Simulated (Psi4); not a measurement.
# SiNH2Cl (SMILES N[Si]Cl) at MP2/def2-TZVP

Aim: the vertical singlet–triplet gap of SiNH2Cl at MP2/def2-TZVP, from 2 runs. 

Program for the calculation: Psi4 1.11.

**1. The molecule**

The species is SiNH2Cl (5 atoms), meant as a singlet with charge 0. SMILES: `N[Si]Cl`. Geometry: relaxed at PBE0-D4/def2-TZVP. This is one conformer, not always the lowest.

Bond lengths: N1–Si2 1.701 Å, Si2–Cl3 2.104 Å, N1–H4 1.009 Å, N1–H5 1.010 Å. Angles: N1–Si2–Cl3 98.2°, Si2–N1–H4 121.0°, Si2–N1–H5 126.0°, H4–N1–H5 113.0°.

**2. A single-point energy at MP2/def2-TZVP**

Input file job.json:

```json
{
 "schema_name": "qcschema_input",
 "schema_version": 1,
 "molecule": {
  "schema_name": "qcschema_molecule",
  "schema_version": 2,
  "symbols": ["N", "Si", "Cl", "H", "H"],
  "geometry": [-0.28005741, 1.10246622, -0.44200694, -0.21958618, -0.64590839, 2.25368738, 1.22643225, -4.01472315, 0.71299367, -0.89440737, 2.90753262, -0.42972372, 0.26191604, 0.51135989, -2.17318504],
  "molecular_charge": 0,
  "molecular_multiplicity": 1,
  "fix_symmetry": "c1",
  "fix_com": true,
  "fix_orientation": true
 },
 "driver": "energy",
 "model": {
  "method": "mp2",
  "basis": "def2-TZVP"
 },
 "keywords": {
  "puream": true,
  "e_convergence": 1e-09,
  "d_convergence": 1e-08,
  "scf_type": "pk",
  "num_frozen_docc": 11,
  "mp2_type": "conv"
 }
}
```

The run is started by

```bash
$ psi4 --qcschema job.json -n 1 --memory 1600MB
```

stdout, shortened:

```text
[...]
  Running in c1 symmetry.
[...]
  Nuclear repulsion =  131.390318876394929
[...]
  Multiplicity = 1
[...]
  Nalpha       = 20
  Nbeta        = 20
[...]
    Number of basis functions: 117
[...]
   @RHF iter   1:  -804.05465643245816   -5.96393e-01   4.12336e-03 ADIIS/DIIS
[...]
   @RHF iter  12:  -804.15111272411741   -2.72848e-12   2.79019e-09 DIIS
[...]
    Orbital Energies [Eh]
    ---------------------
    Doubly Occupied:
       1A   -104.811349     2A    -68.818833     3A    -15.567960
       4A    -10.541232     5A     -8.007674     6A     -8.006936
       7A     -8.006797     8A     -6.162510     9A     -4.264929
      10A     -4.264504    11A     -4.263844    12A     -1.165970
      13A     -1.075913    14A     -0.698533    15A     -0.688478
      16A     -0.544077    17A     -0.479615    18A     -0.461229
      19A     -0.433766    20A     -0.352759
[...]
  @RHF Final Energy:  -804.15111272411741
   => Energetics <=
    Nuclear Repulsion Energy =            131.3903188763949288
    One-Electron Energy =               -1373.8490482496604272
    Two-Electron Energy =                 438.3076166491480876
    Total Energy =                       -804.1511127241174108
[...]
 Multipole Moments:
 ------------------------------------------------------------------------------------
     Multipole            Electronic (a.u.)      Nuclear  (a.u.)        Total (a.u.)
 ------------------------------------------------------------------------------------
 L = 1.  Multiply by 2.5417464519 to convert [e a0] to [Debye]
 Dipole X            :        -15.4118607           15.1822485           -0.2296121
 Dipole Y            :         67.1048495          -66.1568550            0.9479945
 Dipole Z            :        -38.4405301           37.9755584           -0.4649717
 Magnitude           :                                                    1.0805619
[...]
	SCS-MP2 Total Energy (a.u.)        :  -804.63829980326352
	SOS-MP2 Total Energy (a.u.)        :  -804.59841204558222
	SCSN-MP2 Total Energy (a.u.)       :  -804.36172008467497
[...]
	SOS-PI-MP2 Total Energy (a.u.)     :  -804.67296193249297
[...]
	MP2 Total Energy (a.u.)            :  -804.64352543171549
[...]
```

The result, in JSON:

```text
{
 "driver": "energy",
 "model": {
  "method": "mp2",
  "basis": "def2-TZVP"
 },
 "success": true,
 "return_result": -804.6435254317155,
 "properties": {
  "calcinfo_nbasis": 117,
  "calcinfo_nmo": 117,
  "calcinfo_nalpha": 20,
  "calcinfo_nbeta": 20,
  "calcinfo_natom": 5,
  "nuclear_repulsion_energy": 131.39031887639493,
  "return_energy": -804.6435254317155,
  "scf_one_electron_energy": -1373.8490482496604,
  "scf_two_electron_energy": 438.3076166491481,
  "scf_dipole_moment": [-0.22961212965797273, 0.9479945256300084, -0.4649717183124409],
  "scf_total_energy": -804.1511127241174,
  "scf_iterations": 12,
  "mp2_same_spin_correlation_energy": -0.11966327304412705,
  "mp2_opposite_spin_correlation_energy": -0.37274943455400505,
  "mp2_singles_energy": 0.0,
  "mp2_doubles_energy": -0.4924127075981321,
  "mp2_correlation_energy": -0.49241270759807776,
  "mp2_total_energy": -804.6435254317155
 }
}
```

Run time: 6.9 s. Hardware: 1 thread of Intel Xeon 6975P-C (Granite Rapids), shared host; peak memory 0.93 GiB.

**3. The triplet, same level**

Input file calc.py:

```python
import psi4

psi4.set_memory('1600 MB')
psi4.set_num_threads(1)
psi4.core.set_output_file('run.log', False)

geom = psi4.geometry("""
0 3
N     -0.28005741     1.10246622    -0.44200694
Si    -0.21958618    -0.64590839     2.25368738
Cl     1.22643225    -4.01472315     0.71299367
H     -0.89440737     2.90753262    -0.42972372
H      0.26191604     0.51135989    -2.17318504
units au
symmetry c1
""")

psi4.set_options({
    'basis': 'def2-TZVP',
    'reference': 'uhf',
    'puream': True,
    'e_convergence': 1e-09,
    'd_convergence': 1e-08,
    'scf_type': 'pk',
    'num_frozen_docc': 11,
    'mp2_type': 'conv',
    'maxiter': 200,
})

e_tot, wfn = psi4.energy('mp2', return_wfn=True)
print('E =', round(e_tot, 9))
```

The run is started by

```bash
$ python calc.py
```

run.log, shortened:

```text
[...]
  Running in c1 symmetry.
[...]
  Nuclear repulsion =  131.390318876394929
[...]
  Multiplicity = 3
[...]
  Nalpha       = 21
  Nbeta        = 19
[...]
    Number of basis functions: 117
[...]
   @UHF iter   1:  -803.94696442453960   -4.88701e-01   4.31796e-03 ADIIS/DIIS
[...]
   @UHF iter  14:  -804.06903786525982   -1.78488e-11   9.29604e-09 DIIS
[...]
   @S^2 Observed:                2.006443411E+00
[...]
  @UHF Final Energy:  -804.06903786525982
   => Energetics <=
    Nuclear Repulsion Energy =            131.3903188763949288
    One-Electron Energy =               -1373.5152353595694876
    Two-Electron Energy =                 438.0558786179146864
    Total Energy =                       -804.0690378652598156
  UHF NO Occupations:
  HONO-2 :   19  A 1.9985441
  HONO-1 :   20  A 1.0000000
[...]
 Multipole Moments:
 ------------------------------------------------------------------------------------
     Multipole            Electronic (a.u.)      Nuclear  (a.u.)        Total (a.u.)
 ------------------------------------------------------------------------------------
 L = 1.  Multiply by 2.5417464519 to convert [e a0] to [Debye]
 Dipole X            :          0.8051687           -1.1210147           -0.3158459
 Dipole Y            :         -3.5822818            4.5469305            0.9646487
 Dipole Z            :          2.0724067           -2.1290867           -0.0566800
 Magnitude           :                                                    1.0166210
[...]
	SCS-MP2 Total Energy (a.u.)        :  -804.52312160812448
	SOS-MP2 Total Energy (a.u.)        :  -804.51795344052562
	SCSN-MP2 Total Energy (a.u.)       :  -804.27865457767439
[...]
	SOS-PI-MP2 Total Energy (a.u.)     :  -804.55248540785374
[...]
	MP2 Total Energy (a.u.)            :  -804.53345794332222
[...]
```

On the terminal:

```text
E = -804.533457943
```

Run time: 9.3 s. Hardware: 1 thread of Intel Xeon 6975P-C (Granite Rapids), shared host; peak memory 0.94 GiB.

**4. Outcome**

Level: MP2/def2-TZVP, 11 core orbitals frozen.

| quantity | value |
| --- | --- |
| singlet: total energy | -804.64353 Eh |
| singlet: HOMO energy (Hartree–Fock orbitals) | -9.60 eV |
| singlet: LUMO energy (Hartree–Fock orbitals) | 1.58 eV |
| singlet: HOMO–LUMO gap (Hartree–Fock orbitals) | 11.17 eV |
| singlet: correlation energy (11 core orbitals frozen) | -492.4 mEh |
| triplet: total energy | -804.53346 Eh |
| triplet: HOMO energy (Hartree–Fock orbitals) (highest over α and β) | -7.18 eV |
| triplet: LUMO energy (Hartree–Fock orbitals) (lowest over α and β) | -0.20 eV |
| triplet: correlation energy (11 core orbitals frozen) | -464.4 mEh |
| triplet: ⟨S²⟩ of the reference determinant | 2.006 |
| vertical energy of the triplet above the singlet | 2.995 eV |

At this shape the triplet lies 3.00 eV (289 kJ/mol) above the singlet.
